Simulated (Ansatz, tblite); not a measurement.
# (BeSe)2 ring (Be₂Se₂): charged states by level of theory

One table from this session's results is given with a row withheld; the runs are named, their logs left out.

The runs use Ansatz 0.2.0, Gaussian basis; as each input shows.

Plan: charge +1 doublet, at the geometry of the singlet (PBE0-D4/def2-TZVP, PBE-D4/def2-TZVP, r2SCAN-D4/def2-TZVP, CCSD(T)/def2-TZVPP); charge -1 doublet, at the geometry of the singlet (PBE0-D4/def2-TZVPD, PBE-D4/def2-TZVPD, r2SCAN-D4/def2-TZVPD); the starting singlet's energies come from earlier runs.

## The relaxed structure

The geometry is that of the singlet, from an earlier relaxation (PBE0-D4/def2-TZVP).

4 atoms, charge 0, spin multiplicity 1.

Atoms are counted from 1 here; the program's logs count them from 0.

Bond lengths: Be1–Se2 2.057 Å, Be1–Se4 2.057 Å, Se2–Be3 2.057 Å, Be3–Se4 2.057 Å. Angles: Se2–Be1–Se4 121.6°, Be1–Se2–Be3 58.4°, Se2–Be3–Se4 121.6°, Be1–Se4–Be3 58.4°.

Geometry (Å):

```xyz
4

Be   -0.6390   -0.4090    0.6563
Se    0.8810    0.7903    1.3502
Be    0.6390    0.4090   -0.6563
Se   -0.8810   -0.7903   -1.3502
```

Set-up of the first run:

Input file in.yaml:

```yaml
crystal:
  periodic: [false, false, false]
  atoms:
    - {symbol: Be, position_ang: [-0.638960, -0.409033, 0.656254]}
    - {symbol: Se, position_ang: [0.880975, 0.790274, 1.350151]}
    - {symbol: Be, position_ang: [0.638966, 0.409023, -0.656260]}
    - {symbol: Se, position_ang: [-0.880982, -0.790274, -1.350155]}
basis:
  gaussian: {orbitals: def2-SVP}
total_charge: 1
magnetization: {spin_polarized: true, initial_magnetization: 1}
hamiltonian: {xc: pbe0, dispersion: d4}
output: {orbitals: {seedname: orbitals}}
```

Command:

```console
$ ansatz run in.yaml --threads 4 --pin off --events-out ev --progress --plain --max-ram 3916MiB
```

Steps of the session up to this table: Charge +1 doublet at the fixed geometry, first pass, PBE0-D4/def2-SVP; Charge +1 doublet at the fixed geometry, PBE0-D4/def2-TZVP; Charge +1 doublet at the fixed geometry, PBE-D4/def2-TZVP; Charge +1 doublet at the fixed geometry, r2SCAN-D4/def2-TZVP; Charge +1 doublet at the fixed geometry, CCSD(T)/def2-TZVPP.

One of the session's tables, all rows but one given; the rest of the session is left out.

It belongs to the step «Vertical ionisation energy». 

| method | vertical ionisation energy (eV) |
| --- | --- |
| HF/def2-TZVPP | 7.84 |
| PBE-D4/def2-TZVP | 8.38 |
| r2SCAN-D4/def2-TZVP | 8.49 |
| PBE0-D4/def2-TZVP | 8.53 |
| MP2/def2-TZVPP | 8.84 |
| CCSD/def2-TZVPP | 8.57 |
| CCSD(T)/def2-TZVPP | ? |

Q: Estimate the row for CCSD(T)/def2-TZVPP from the others.

As computed: vertical ionisation energy (eV): 8.60. In the column «vertical ionisation energy (eV)» it lies between CCSD/def2-TZVPP (8.57) and MP2/def2-TZVPP (8.84).

Caveats from the session: The anion's highest level is positive in at least one run, so there the basis alone may hold the extra electron.
